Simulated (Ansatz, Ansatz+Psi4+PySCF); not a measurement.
```yaml
atoms:
  - { symbol: Cl, position_ang: [0.0095, 0.0031, -0.5684] }
  - { symbol: F, position_ang: [-0.0059, -0.0025, 1.0669] }
```

Basis set: cc-pVTZ (spherical functions). Left uncorrelated: 6 orbitals. Charge 0, multiplicity 1.

Computed with Ansatz (development build ahead of 0.2.0); each method stands on the lowest determinant of its kind that the runs found. Restricted open shells among the atoms or ions are ROHF, correlated in semicanonical orbitals with singles.

**Question.** Give the atomization energy at this shape (free ground-state atoms in the same class of orbitals less the molecule, no zero-point energy) of singlet ClF by RHF-MP2, RHF.

**Answer.**

| method | atomization energy |
| --- | --- |
| RHF-MP2 | 2.61 eV |
| RHF | 0.54 eV |
